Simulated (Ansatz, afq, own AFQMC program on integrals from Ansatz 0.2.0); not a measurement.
**Atomization energy of BNH$_{2}$, triplet**

```yaml
atoms:
  - { symbol: B, position_ang: [0.0000, 0.0000, 0.8588] }
  - { symbol: N, position_ang: [0.0000, 0.0000, -0.5086] }
  - { symbol: H, position_ang: [0.0000, -0.8409, -1.0720] }
  - { symbol: H, position_ang: [0.0000, 0.8409, -1.0720] }
```

Connectivity, by distances: B–NH2.

Atoms in their ground-state spins without spin–orbit coupling (mostly on UHF) minus the molecule (UHF), without zero-point energy. The geometry is a stationary point, not shown to be a minimum.

Basis cc-pVDZ. Only valence electrons are correlated. Integrals, coupled cluster, full CI and functionals: Ansatz 0.2.0; the random walks run on the same integrals in our own AFQMC program. ph-AFQMC/CISD is guided by a CISD state made of CCSD amplitudes; releasing the constraint for a short imaginary time cuts its bias at the price of noise, slowly where states lie close. Error bars are statistical, one sigma. The errors of all members are added in quadrature.

No full CI on the walks' own integrals is used here; CCSDT(Q) serves as the reference and is uncertain by about the last step of the cluster series. Each member takes its own surest rung, up to full CI.

The best estimate is CCSD(T) at the basis-set limit (CBS: def2-TZVPP and def2-QZVPP, with their diffuse functions for anions and beside diffuse sets, CCSD(T) itself extrapolated) plus the step from CCSD(T) to CCSDT(Q) in cc-pVDZ. Rows without CBS are in cc-pVDZ, the functionals in def2-TZVP; B2PLYP and the wave-function rows carry a basis error of their own. Core correlation and relativity beyond core potentials are missing, and ± holds the sampling alone.

Cautions: BNH₂ (triplet): another spin lies lower.

Best estimate: 1114.2 kJ/mol.

```tsv
level	atomization energy (kJ/mol)	error against the best estimate (kJ/mol)
HF	757.9	-356.4
MP2	1031.0	-83.3
CCSD	979.1	-135.2
CCSD(T)	992.0	-122.3
ph-AFQMC/CISD	994.4 ± 1.1	-119.8 ± 1.1
released AFQMC	995.3 ± 1.3	-119.0 ± 1.3
HF/CBS	791.3	-323.0
MP2/CBS	1148.5	34.3
CCSD(T)/CBS	1112.6	-1.7
PBE	1181.1	66.8
r2SCAN	1157.6	43.4
PBE0	1146.7	32.5
B3LYP	1135.2	21.0
wB97M-V	1119.4	5.1
B2PLYP	1113.2	-1.0
surest rungs in cc-pVDZ	993.6	-120.6
```

Correlation beyond CCSD(T) adds 1.7 kJ/mol. Going to the basis-set limit adds 120.6 kJ/mol at CCSD(T). The perturbative (T) step is worth +12.9 kJ/mol. The functionals spread over 67.9 kJ/mol; B2PLYP comes nearest and PBE is 66.8 kJ/mol too high.

Best estimates are given only where the step beyond CCSD(T) is under 0.3 eV and no member's determinant is very poor (T1 over 0.05, or 0.07 for open shells, ⟨S²⟩ too high by 0.3, two states mixed), so the hardest cases are missing from such tables.

The functionals ran in a triple-zeta set and keep a basis error of their own, a few kJ/mol for each bond in atomization energies and more for double hybrids, so close places among them and the extrapolated levels can swap.

Each member of a difference takes its own highest rung, so a best estimate needn't equal the limit plus the step of one row. A walk keeps the symmetry of its determinant, which the program's search chose and which needn't be the lowest solution, so a lower state of the same spin and another symmetry isn't excluded. Released energies are given only where the last usable release times agree within the noise; a slower fall can still hide under it.
